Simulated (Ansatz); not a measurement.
Predict the output of the script below (Ansatz 0.2.0 through its Python package).

`ch3lis_bend.py`:
```python
"""Bending curve of CH3LiS."""

import warnings

import ansatz
from ase import Atoms

warnings.simplefilter("ignore", ansatz.DeckWarning)

atoms = Atoms(["Li", "S", "C", "H", "H", "H"], positions=[
    (-0.2696, -2.1795, 1.0916),
    (-1.2337, -0.6387, -0.4068),
    (0.1298, 0.51, -0.2184),
    (1.1774, 0.0128, -0.5073),
    (0.0054, 1.3939, -0.8615),
    (0.2328, 0.8375, 0.8561),
])

# start the scan from a relaxed geometry
first = ansatz.Crystal.molecule_from_ase(atoms).calculation()
first = first.basis(gaussian="6-31G*")
first = first.functional("CAM-B3LYP").relax(force_tolerance=0.02, max_steps=80)
atoms.positions = first.run().report["positions_ang"]

rows = []
for angle in [85, 95, 105, 115, 125, 140, 160]:
    bent = atoms.copy()
    bent.set_angle(2, 1, 0, angle, indices=[0])
    calculation = (
        ansatz.Crystal.molecule_from_ase(bent).calculation()
        .basis(gaussian="6-31G*")
        .functional("CAM-B3LYP")
    )
    rows.append((angle, calculation.run().report["free_energy_ev"]))
floor = min(e for _, e in rows)
for angle, e in rows:
    print(f"angle C2-S1-Li0 = {angle:3d} deg   {1000 * (e - floor):9.1f} meV")
```

```console
$ python ch3lis_bend.py
angle C2-S1-Li0 =  85 deg        87.2 meV
angle C2-S1-Li0 =  95 deg        31.1 meV
angle C2-S1-Li0 = 105 deg         0.0 meV
angle C2-S1-Li0 = 115 deg         3.8 meV
angle C2-S1-Li0 = 125 deg        40.2 meV
angle C2-S1-Li0 = 140 deg       134.2 meV
angle C2-S1-Li0 = 160 deg       264.4 meV
```

The scan is rigid, and the energies are electronic, in a modest basis. The zero is the lowest point of the grid, which needn't be the minimum. The whole script took 23 s on 1 thread of Arm Neoverse V1, with other jobs on the host, peak memory 0.21 GiB.
